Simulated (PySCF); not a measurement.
Compound: cyanoacetylene, C3HN.
Numbering: `[CH:1]#[C:2][C:3]#[N:4]` (hydrogens: H5 on C1)

The same species was optimised twice, with GFN2-xTB and with PBE0-D3(BJ)/def2-SVP (PySCF), and the same property calculations (PySCF, gas phase) were run on both structures.

```csv
coordinate,GFN2-xTB,PBE0-D3(BJ)/def2-SVP,change
C1–H5 (Å),1.050,1.076,+0.026
C3≡N4 (Å),1.148,1.162,+0.014
C2–C3 (Å),1.365,1.377,+0.012
C1≡C2 (Å),1.204,1.213,+0.009
C2–C3–N4 (°),179.9,179.8,-0.1
C2–C1–H5 (°),179.8,179.7,-0.1
C1–C2–C3 (°),179.9,179.8,-0.1
```

Rotational constants: B = 4614 MHz (linear) (GFN2-xTB) against B = 4528 MHz (linear) (PBE0-D3(BJ)/def2-SVP). Point groups within 0.08 Å: C∞v and C∞v.

On the GFN2-xTB structure: HOMO (eV) -9.08 [PBE0/pcSseg-1]; LUMO (eV) -1.60 [PBE0/pcSseg-1]; dipole (D) 3.85 [PBE0/pcSseg-1]; GIAO shielding of C1 (ppm) 109.6 [PBE0/pcSseg-1]; GIAO shielding of C2 (ppm) 122.6 [PBE0/pcSseg-1]; GIAO shielding of C3 (ppm) 75.6 [PBE0/pcSseg-1]; GIAO shielding of N4 (ppm) -37.1 [PBE0/pcSseg-1].

Q: What do these properties become on the PBE0-D3(BJ)/def2-SVP structure?

A: 
| property | level | on GFN2-xTB | on PBE0-D3(BJ)/def2-SVP | change |
| --- | --- | --- | --- | --- |
| HOMO (eV) | PBE0/pcSseg-1 | -9.08 | -9.04 | +0.04 |
| LUMO (eV) | PBE0/pcSseg-1 | -1.60 | -1.67 | -0.07 |
| dipole (D) | PBE0/pcSseg-1 | 3.85 | 3.90 | +0.05 |
| energy, GFN2-xTB geometry as zero (kcal/mol) | PBE0/pcSseg-1 | 0.0 | -0.1 | -0.1 |
| GIAO shielding of C1 (ppm) | PBE0/pcSseg-1 | 109.6 | 108.9 | -0.7 |
| GIAO shielding of C2 (ppm) | PBE0/pcSseg-1 | 122.6 | 121.7 | -0.9 |
| GIAO shielding of C3 (ppm) | PBE0/pcSseg-1 | 75.6 | 73.1 | -2.5 |
| GIAO shielding of N4 (ppm) | PBE0/pcSseg-1 | -37.1 | -42.1 | -5.0 |

The heavy atoms differ by 0.013 Å rms after alignment. Among all bonds C1–H5 changes most (+0.026 Å). Changes are differences of the printed values. Neither structure is proved a minimum here.
